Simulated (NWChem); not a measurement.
hydrogen peroxide (H2O2); SMILES OO

Program: NWChem. Pople sets run with spherical d functions. B3LYP is NWChem's, with the RPA form of VWN correlation. Each level has its own optimisation; frequencies are unscaled.

| level | r O–O (Å) | r H–O (Å) | highest harmonic frequency (cm⁻¹) | lowest (cm⁻¹) | zero-point energy (kcal/mol) |
|---|---|---|---|---|---|
| Hartree-Fock/6-31G* | 1.397 | 0.950 | 4078 | 394 | 18.3 |
| PBE/def2-SVP | 1.456 | 0.980 | 3636 | 338 | 16.0 |
| CAM-B3LYP/def2-SVP | ? | 0.969 | ? | ? | ? |
| Hartree-Fock/STO-3G | 1.395 | 1.002 | 4139 | 247 | 19.1 |
| B3LYP/6-31G* | 1.456 | 0.974 | 3699 | 361 | 16.5 |

What belongs in the gaps?


- CAM-B3LYP/def2-SVP, r O–O (Å): 1.422
- CAM-B3LYP/def2-SVP, highest harmonic frequency (cm⁻¹): 3803
- CAM-B3LYP/def2-SVP, lowest (cm⁻¹): 376
- CAM-B3LYP/def2-SVP, zero-point energy (kcal/mol): 16.9
